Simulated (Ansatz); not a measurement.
Program: Ansatz. Geometries: PBE0-D4/def2-TZVP. ΔE: electronic, gas phase. CCSD(T)/CBS adds triple-zeta CCSD(T) − MP2 to the extrapolated MP2 energy (def2 sets, frozen cores). This one scheme is used for every species. Functionals use def2-TZVPP. B3LYP here is the variant with VWN-RPA as its local correlation; programs differ in this. One conformer a species, not always the lowest.

Consider the hydrogenolysis of a C–F bond: `C=C=C(F)CC` + H₂ → `C=C=CCC` + H–F.

`C=C=C(F)CC`:

```xyz
13

C    -0.718   -1.271    2.349
C    -0.084   -0.902    1.277
C     0.513   -0.529    0.181
F     1.862   -0.610    0.092
C    -0.122    0.014   -1.049
C     0.317    1.440   -1.360
H    -1.067   -2.292    2.480
H    -0.918   -0.574    3.159
H     0.140   -0.645   -1.885
H    -1.205   -0.040   -0.924
H     1.400    1.500   -1.475
H    -0.141    1.787   -2.288
H     0.022    2.121   -0.559
```

H₂:

```xyz
2

H     0.283   -0.067   -0.234
H    -0.283    0.067    0.234
```

`C=C=CCC`:

```xyz
13

C    -1.849    1.252   -1.611
C    -0.772    0.671   -1.171
C     0.300    0.082   -0.726
C     0.327   -0.922    0.390
C     1.170   -0.452    1.569
H    -2.202    2.185   -1.182
H    -2.428    0.825   -2.423
H     1.256    0.344   -1.179
H    -0.696   -1.128    0.714
H     0.733   -1.865    0.007
H     2.198   -0.244    1.260
H     0.761    0.464    1.999
H     1.204   -1.212    2.353
```

H–F:

Cartesian coordinates in Å:
```
F 0.291 -0.340 -0.106
H -0.291 0.340 0.106
```

```tsv
level	ΔE (kJ/mol)
ωB97X-V	-91.9
ωB97M-V	-94.8
B2PLYP	-99.5
B3LYP	-94.7
CCSD(T)/def2-TZVPP	-103.0
HF/def2-QZVPP	-110.0
MP2/def2-QZVPP	-112.4
MP2/CBS(def2)	-113.9
```

Question: What does CCSD(T)/CBS give? (Estimate.)

Answer: Computed: -107.0 kJ/mol. The listed levels differ from it by 15.1, 12.2, 7.5, 12.3, 4.0, -3.0, -5.4, -6.9 kJ/mol.

Largest T1 diagnostic among the species: 0.012.

From PBE to PBE0 (25 % exact exchange), in def2-TZVPP and without D4, ΔE moves by −9.8 kJ/mol.
